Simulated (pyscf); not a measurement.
Optimised with ωB97X-D3(BJ)/def2-SVP in PySCF.

**Question.** Estimate the classical barrier height and the reaction energy of H₂B–CH₃ + HF -> H₃C–BH–F + H₂ at ωB97M-D3(BJ)/def2-TZVP. The step runs on the singlet surface, breaks B–H, F–H and forms B–F, H–H; take the separated reactants as zero.

**Answer.** ΔE‡ = 37.4 kJ/mol, ΔE = -141.7 kJ/mol. Zero-point energy shifts the barrier by +6.9 kJ/mol. It is a four-centre exchange, with an imaginary mode of 1127i cm⁻¹. One saddle was located; it need not be the lowest between these sides.
